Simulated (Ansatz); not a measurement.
## Worked example: correlation energy of BeMgH₂ (H-bridged), triplet

Geometry: a point of a stretch scan, not a stationary point.

```
atom   x (Å)    y (Å)    z (Å)
  Be  0.0000  -0.0716   1.9424
  Mg  0.0000  -0.0444  -0.6287
   H  0.0000   1.0414   1.0600
   H  0.0000   0.6699  -3.2677
```

Basis 6-31G; Ansatz 0.2.0. Correlated methods freeze the noble-gas cores, which leaves 6 electrons in 20 orbitals. Prefix R: restricted or restricted open-shell reference. The metal's outer-core shells are frozen, which leaves out core–valence correlation.

Full CI is exact within this basis and frozen core; it isn't the basis-set limit.

Runs differ by some tens of microhartree through their thresholds and, for an open shell, their frozen cores, so steps under 0.03 kcal/mol mean nothing.

```json
{"level": "RHF", "total energy (hartree)": "-215.210529"}
{"level": "RMP2", "total energy (hartree)": "-215.252234"}
{"level": "RCCSD", "total energy (hartree)": "-215.281933"}
{"level": "RCCSD(T)", "total energy (hartree)": "-215.284213"}
{"level": "RCCSDT", "total energy (hartree)": "-215.285528"}
{"level": "RCCSDT(Q)", "total energy (hartree)": "-215.285622"}
{"level": "RCCSDTQ", "total energy (hartree)": "-215.285653"}
{"level": "full CI", "total energy (hartree)": "-215.285657"}
```

Problem. What is the correlation energy at full CI, and what share of it do RMP2 and RCCSD(T) recover?

Solution. E(corr) = -215.285657 − (-215.210529) = -0.075128 hartree = -2.044 eV. RMP2: -0.041705 / -0.075128 = 55.51 %. RCCSD(T): -0.073684 / -0.075128 = 98.08 %.

Problem. By how many kcal/mol does RCCSD(T) miss full CI (1 hartree = 627.509 kcal/mol), and which steps make up the rest?

Solution. -215.284213 − (-215.285657) = 0.001444 hartree = 0.91 kcal/mol. Steps: RCCSDT − RCCSD(T) = -0.83, RCCSDT(Q) − RCCSDT = -0.06, RCCSDTQ − RCCSDT(Q) = -0.02, full CI − RCCSDTQ = 0.00 kcal/mol. Differences between like states or geometries often cancel part of this.
